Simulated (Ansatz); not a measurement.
We consider hcp Ti, described by r²SCAN+rVV10 (plane waves, PAW; Ansatz, an electronic-structure program).

Settings: plane-wave cutoff 600 eV, 18×18×8 k mesh (along the axes of the cell as run), Fermi–Dirac smearing 0.1 eV, finite displacements, no spin polarisation, scalar-relativistic PAW data made under PBE.

Computed at the level's own relaxed cell.

```cif
data_Ti2
_chemical_formula_sum 'Ti2'
_space_group_name_H-M_alt 'P63/mmc'
_space_group_IT_number 194
_space_group_name_Hall '-P 6c 2c'
_cell_length_a 2.92789
_cell_length_b 2.92789
_cell_length_c 4.62568
_cell_angle_alpha 90.000
_cell_angle_beta 90.000
_cell_angle_gamma 120.000
loop_
_atom_site_label
_atom_site_type_symbol
_atom_site_symmetry_multiplicity
_atom_site_Wyckoff_symbol
_atom_site_fract_x
_atom_site_fract_y
_atom_site_fract_z
_atom_site_occupancy
Ti1 Ti 2 c 0.33333 0.66667 0.25000 1
```

Harmonic phonon frequencies (cm⁻¹; i marks an imaginary mode):

```json
[
 {"q point": "Γ", "frequencies": "0 0 0 139 139 188"},
 {"q point": "M", "frequencies": "(withheld)"},
 {"q point": "A", "frequencies": "101 101 101 101 196 196"},
 {"q point": "L", "frequencies": "(withheld)"}
]
```

Some entries are withheld; supply them.


- M, frequencies: 108 120 219 242 247 260
- L, frequencies: 182 182 189 189 282 282

No imaginary mode appears at these points.
